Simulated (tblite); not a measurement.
Compound: C5H11O (doublet state).
Atom-mapped SMILES: `[CH3:1][CH:2]([CH3:3])[CH2:4][CH2:5][O:6]` (hydrogens: H7, H8, H9 on C1; H10 on C2; H11, H12, H13 on C3; H14, H15 on C4; H16, H17 on C5)

Computed geometry: GFN2-xTB, gas phase. This method treats the open shell by occupation alone, without spin polarisation.

Task: What internal coordinates does the optimisation give?

Result: 
```csv
bond,length (Å)
"C1–C2, C2–C3",1.528
C2–C4,1.529
C4–C5,1.535
C5–O6,1.308
C1–H7 and 5 like bonds,1.088
C2–H10,1.097
"C4–H14, C4–H15",1.092
"C5–H16, C5–H17",1.122
```

Bonds in one row agree within 0.01 Å and their mean is given. A selection of angles:
```csv
angle,degrees
C2–C1–H7,110.8
C2–C1–H9,110.3
H7–C1–H8,108.4
C1–C2–C3,109.8
C1–C2–C4,109.7
C1–C2–H10,108.4
C3–C2–C4,111.5
C3–C2–H10,108.7
C4–C2–H10,108.6
C2–C4–C5,113.4
C2–C4–H14,110.1
C5–C4–H14,109.1
C5–C4–H15,107.0
H14–C4–H15,107.2
C4–C5–O6,117.4
C4–C5–H16,110.7
C4–C5–H17,107.5
O6–C5–H16,111.6
O6–C5–H17,107.6
H16–C5–H17,100.5
```

Torsions: C1–C2–C4–C5 169° (antiperiplanar); C2–C4–C5–O6 179° (antiperiplanar). The mirror-image conformer, all signs reversed, is as good.

Of the pairs four or more bonds apart, H13···H17 is among the closest relative to their van der Waals radii: 2.12 Å, 88 % of the sum of Bondi's values.

Point group: C1 (no symmetry element, even within 0.4 Å). Its GFN2-xTB frequencies are all real (lowest 74 cm⁻¹). 3 starts were optimised and ended at 0.00, 0.11 and 0.57 kcal/mol (GFN2-xTB); the lowest of these is shown.

Time: 0.33 s wall. Hardware: one thread, Intel Xeon Platinum 8488C (x86_64), shared host. That covers the optimisation of the geometry.
